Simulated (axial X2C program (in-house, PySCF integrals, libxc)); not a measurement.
# AlH⁻: EOM-EA-CCSD levels

Wanted for AlH⁻: EOM-EA-CCSD levels, at the two-component level.

Program: an in-house X2C program for linear molecules on PySCF integrals. Level of theory: two-component X2C with atomic mean-field terms, Al dyall-av3z, H dyall-av3z. These are calculated values, not measurements.

### 1 The job

task.json reads:

```json
{"zs": [13, 1], "q": -1, "bas": ["dyall-av3z", "dyall-av3z"], "r0": 1.58, "eom": "ea", "thr": -2.0, "nmax": 92, "grid": [1, 0.96, 1.045, 0.92, 1.09, 1.15], "rq": 0}
```

Keys: zs atomic numbers; q charge; bas basis sets; r0 starting distance in Å; eom kind of EOM run; thr threshold in hartree for freezing inner shells (an s shell follows its p shell); nmax most natural virtual spinors; grid distances as factors.

On the command line:

```sh
$ python soeom.py task.json out
```

The runs that follow: EOM-EA-CCSD at 1.669 Å.

**Question.** What will these runs give? Wanted: next root led by one particle; T1 of the reference; lowest state, Re and ωe.

**Answer**, as computed:

```
                     quantity                          value
       lowest root at 1.669 Å              Ω = 1/2, 0.133 eV
next root led by one particle  Ω = 3/2, about 30 cm⁻¹ higher
          T1 of the reference                          0.014
      lowest state, Re and ωe             1.692 Å, 1502 cm⁻¹
```

In words: The added electron is bound by 0.13 eV in a spinor of 88% Al pπ, 10% H pπ. Errors of 0.1 to 0.3 eV are usual at this size, and roots led by higher excitations are left out, so the list is incomplete, and low states of that kind can be missing. The bond is 0.035 Å longer than in the closed-shell reference at CCSD (1.657 Å).
